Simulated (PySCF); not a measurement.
# C4H5NO: electronic excitations and core binding energies

Wanted: the electronic excitations and core binding energies of C4H5NO (`Cc1cnoc1`), by calculation.

Programs: PySCF 2.14.0, with density-fitted response routines of our own. Each step states its level of theory. These are calculated values for one molecule in the gas phase, unless marked as measured. Atoms count from 0, in the outputs and in this text.

### 1 The molecule as given

11 atoms, charge 0, multiplicity 1; geometry from: GFN2-xTB.

Bonds of the start (Å): C0–C1 1.49, C1–C2 1.42, C2–N3 1.30, N3–O4 1.35, O4–C5 1.34, C5–C1 1.37, C0–H6 1.09, C0–H7 1.09, C0–H8 1.09, C2–H9 1.07, C5–H10 1.07.

### 2 Ultraviolet spectrum: CAM-B3LYP/def2-SVPD

The job: settings as JSON, then the geometry in Å.

```
{"job": {"kind": "uv", "xc": "CAM-B3LYP", "basis": "def2-SVPD", "nstates": 8, "ntriplets": 3}, "charge": 0, "multiplicity": 1}
C     -1.502862     0.128141    -0.061948
C     -0.026291    -0.020127     0.003771
C      0.964063     0.942618    -0.325291
N      2.162135     0.465740    -0.144775
O      2.025831    -0.800988     0.299773
C      0.723774    -1.094380     0.389597
H     -1.827385     0.951679     0.572490
H     -1.815893     0.346526    -1.082093
H     -1.990751    -0.784969     0.268714
H      0.827720     1.944532    -0.678834
H      0.465085    -2.076101     0.732632
```

With the program's defaults for keys left out, this is: TDDFT CAM-B3LYP/def2-SVPD, vertical, gas phase, core orbitals frozen in the response.

Run with:

```console
$ OMP_NUM_THREADS=1 python probes_run.py task.json out
```

One launch serves the whole session: the jobs run in the order shown.

**Question.** This job is followed by: delta-SCF UKS SCAN, pcX-2 on the ionised atom, pcseg-1 elsewhere, spin-free X2C. What will the session give for the following? lowest singlet (CAM-B3LYP/def2-SVPD); brightest single state of those computed; lowest triplet; C1s binding energies, SCAN/pcX-2; N1s binding energies, SCAN/pcX-2; O1s binding energies, SCAN/pcX-2.

As calculated:

| quantity | value |
| --- | --- |
| lowest singlet (CAM-B3LYP/def2-SVPD) | 6.39 eV (194 nm), f = 0.098 |
| brightest single state of those computed | state 7, 8.32 eV, f = 0.430 |
| lowest triplet | 4.24 eV |
| C1s binding energies, SCAN/pcX-2 | C5 292.02, C2 291.51, C0 291.39, C1 291.04 eV |
| N1s binding energies, SCAN/pcX-2 | N3 405.97 eV |
| O1s binding energies, SCAN/pcX-2 | O4 540.43 eV |

The lowest singlet, at 6.39 eV, is HOMO→LUMO 0.93 and is bright; of the 8 states computed, the strongest absorption comes from state 7 at 8.32 eV. The lowest triplet lies 2.14 eV below the lowest singlet (triplets in Tamm-Dancoff, singlets in full TDDFT). The C1s levels kept as sound span 0.98 eV, from C1 (substituted aromatic carbon) up to C5 (aromatic CH next to the ring oxygen).
